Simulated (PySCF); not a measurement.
# SMILES c1cocn1, C3H3NO

Geometry (Å), atoms numbered from 1 in this order:
```xyz
8

C    -0.8622   -0.5381    0.2463
C    -0.7007    0.7369   -0.1963
O     0.6257    0.9413   -0.3784
C     1.2031   -0.2221   -0.0364
N     0.3762   -1.1368    0.3420
H    -1.7819   -1.0615    0.5007
H    -1.3665    1.5656   -0.4179
H     2.2880   -0.2767   -0.1111
```

Method: PySCF 2.14.0, GIAO B3LYP/6-31G* magnetisability, rotational g tensor and spin-rotation constants, non-relativistic, gas phase. Geometry: PBE0-D3(BJ)/def2-SVP.

(1) Give the nuclear spin-rotation constants along the inertial axes (H = +C I·J) beside the isotropic shieldings.

Answers

(1) Rotational constants 10.1839, 9.7634, 4.9846 GHz. A star marks the isotopologue with that one atom substituted, in its own axes.
```csv
atom,isotope,Caa (kHz),Cbb (kHz),Ccc (kHz),mean (kHz),σ (ppm)
N5,14N,1.746,2.250,0.134,1.377,1.2
H6,1H,-0.430,0.387,-0.523,-0.189,25.2
H7,1H,0.076,-0.087,-0.537,-0.182,24.9
H8,1H,-1.110,0.968,-0.484,-0.209,24.7
C1,13C*,3.329,3.734,0.814,2.626,68.9
C2,13C*,3.590,3.687,0.892,2.723,60.4
O3,17O*,-3.586,-3.907,-0.578,-2.690,39.7
C4,13C*,3.472,3.852,1.075,2.800,51.0
```
For the geometry as given, no vibrational averaging.
